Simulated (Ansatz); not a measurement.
Cubic perovskite CsSnBr3 was calculated with PBE-D3(BJ) (Ansatz, a program for electronic structure, PAW).

Numerical settings: plane-wave cutoff 520 eV, 6×6×6 k mesh, Fermi–Dirac smearing 0.01 eV, scalar-relativistic PAW data made under PBE.

Results at a series of volumes:

```tsv
V (Å³/atom)	E − E_lowest (meV/atom)	P (GPa)
36.991	10.71	1.539
37.778	4.58	0.968
38.565	1.10	0.457
39.352	0.00	0.000
40.139	1.03	-0.410
40.926	3.96	-0.776
41.713	8.59	-1.104
```

Question: What bulk modulus B0 and pressure derivative B′ does a third-order Birch–Murnaghan fit give?

Answer: V0 = 39.352 Å³/atom, B0 = 21.6 GPa, B′ = 4.5 (fit to the energies at full precision).

Note: the relaxation could not lower the start's symmetry, so the cell can be a saddle point above a distorted one.

Spin–orbit coupling is not included.

Static lattice: no zero-point or thermal effects.
